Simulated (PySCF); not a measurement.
**Dipole moment and polarisability of methylenecyclobutane**

Methylenecyclobutane, C₅H₈.
Geometry (GFN2-xTB, Å), atoms numbered from 1 in this order:
```xyz
13
C5H8 angstrom
C      1.9738   -0.2439   -0.0557
C      0.6679   -0.0825   -0.0198
C     -0.2280    1.0877    0.2863
C     -1.4463    0.1785    0.0386
C     -0.5008   -0.9974   -0.2701
H      2.6497    0.5653    0.1652
H      2.4210   -1.1916   -0.3057
H     -0.1271    1.9227   -0.4063
H     -0.1372    1.4709    1.3022
H     -2.0708    0.4845   -0.7977
H     -2.0766    0.0265    0.9120
H     -0.5705   -1.8372    0.4208
H     -0.5595   -1.3832   -1.2873
```

Level: CAM-B3LYP/def2-SVPD (PySCF), static field, nuclei fixed, core orbitals frozen in the response. The polarisability tensor in these axes (au):

```
x   72.26 -2.00 -0.40
y   -2.00 55.72  2.68
z   -0.40  2.68 46.32
```

Give the principal values, the mean and the anisotropy Δα = √{½[(α1 − α2)² + (α2 − α3)² + (α1 − α3)²]}.

Principal values 45.61, 56.17 and 72.52 au; mean 58.10 au = 8.61 Å³ = 9.58 × 10⁻⁴⁰ C²·m²/J; Δα = 23.49 au (40 % of the mean).

What is the dipole moment, and where does it point?

(-0.55, 0.07, 0.02) D, 0.55 D in size, pointing from the negative to the positive side. Measured along this direction, the outermost atoms are H7 and H6 at the negative end and H10 and H11 at the positive end.

Orientational against electronic polarisability at 298 K (dilute gas, rigid molecules)?

In Gaussian units μ²/3kT = 2.48 Å³ against 8.61 Å³, a ratio of 0.29; the Debye molar polarisation (4π/3)N_A(α + μ²/3kT) is 28.0 cm³/mol, leaving out the vibrational part.

What molar refraction does this α imply?

Lorentz–Lorenz: R = (4π/3)N_A α = 2.5225 cm³/(mol·Å³) × 8.61 Å³ = 21.7 cm³/mol, in the limit of long wavelengths.

What depolarisation ratio follows for Rayleigh scattering of linearly polarised light, taking the static tensor?

ρ = 3Δα²/(45ᾱ² + 4Δα²) = 1654.9/(151903 + 2206.5) = 0.0107.

Give the principal axes and the span of the nuclei along them.

Largest value along (0.99, -0.12, -0.03), where the nuclei span 4.65 Å; middle along (0.13, 0.96, 0.26), 3.45 Å; least along (0.00, -0.26, 0.97), 1.77 Å. The response follows the extents in order.

Find the Langevin capture rate constant for H3+ (3.023 u) meeting this molecule (68.063 u), k = 2.342 × 10⁻⁹ cm³/s × √(α in Å³ / reduced mass in u).

The reduced mass is 2.89 u, so k = 4.04 × 10⁻⁹ cm³/s. The formula leaves out the permanent dipole, which adds to the capture rate.

Isolated species at its GFN2-xTB geometry, gas phase.
